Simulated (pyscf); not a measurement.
HO–GeH₂–O–GeH₃ + hydrogen (H₂) -> H₃Ge–O–GeH₃ + water (H₂O) (four-centre exchange; singlet surface; Ge–O, H–H broken, Ge–H, H–O formed). Single points on ωB97X-D3(BJ)/def2-SVP structures (PySCF, gas phase). Energies in kJ/mol from the separated reactants.

```tsv
level	barrier	reaction energy
ωB97X-D3(BJ)/def2-TZVP	[?]	[?]
PBE/def2-TZVP	[?]	+24.9
B3LYP-D3(BJ)/def2-TZVP	202.3	+29.4
PBE0-D3(BJ)/def2-TZVP	189.0	+23.8
ωB97M-D3(BJ)/def2-TZVP	203.7	+26.8
HF/def2-TZVP	273.3	+19.7
```

Q: Complete the blanks.

A: 
- ωB97X-D3(BJ)/def2-TZVP, barrier: 208.2
- ωB97X-D3(BJ)/def2-TZVP, reaction energy: +32.9
- PBE/def2-TZVP, barrier: 175.5

The functionals in the table span 32.7 kJ/mol in this barrier, from PBE to ωB97X-D3(BJ)/def2-TZVP. One saddle was located; it need not be the lowest between these sides. Elements up to Kr have no core potential and no relativistic terms here.
